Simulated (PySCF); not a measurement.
Li2, SMILES [Li][Li].

Geometry optimised at B3LYP-D3(BJ)/def2-TZVPD.

Level of theory: TDDFT-ωB97X/def2-TZVPD run with PySCF.

Vertical excitations; the highest root listed may be one member of a degenerate set. The molecule is in vacuum. State labels are in the subgroup D2h.

Computed lowest excited states:
```csv
state,symmetry,energy (eV),λ (nm),f,main pairs
S1,B1u,2.10,591,0.474,HOMO→LUMO 100 %
S2,B2u,2.58,481,0.523,HOMO→LUMO+1 (degenerate set)
S3,B3u,2.58,481,0.523,HOMO→LUMO+2 (degenerate set)
S4,Ag,2.98,416,0.000,HOMO→LUMO+3 95 %
S5,B3g,3.50,354,0.000,HOMO→LUMO+5 (degenerate set)
S6,B2g,3.50,354,0.000,HOMO→LUMO+4 (degenerate set)
S7,B1u,4.34,286,0.008,HOMO→LUMO+6 96 %
S8,B2u,4.62,268,0.006,HOMO→LUMO+8 (degenerate set)
S9,B3u,4.62,268,0.006,HOMO→LUMO+9 (degenerate set)
S10,Ag,4.73,262,0.000,HOMO→LUMO+7 98 %
T1,B1u,1.58,787,0,HOMO→LUMO 90 %
T2,B3u,1.66,746,0,"HOMO→LUMO+2, HOMO→LUMO+9 (degenerate set)"
T3,B2u,1.66,746,0,"HOMO→LUMO+1, HOMO→LUMO+8 (degenerate set)"
T4,Ag,2.64,470,0,"HOMO→LUMO+3 81 %, HOMO→LUMO+7 17 %"
```
Triplets are in the Tamm–Dancoff approximation, which puts them higher than full response would, so one can lie above its singlet here.
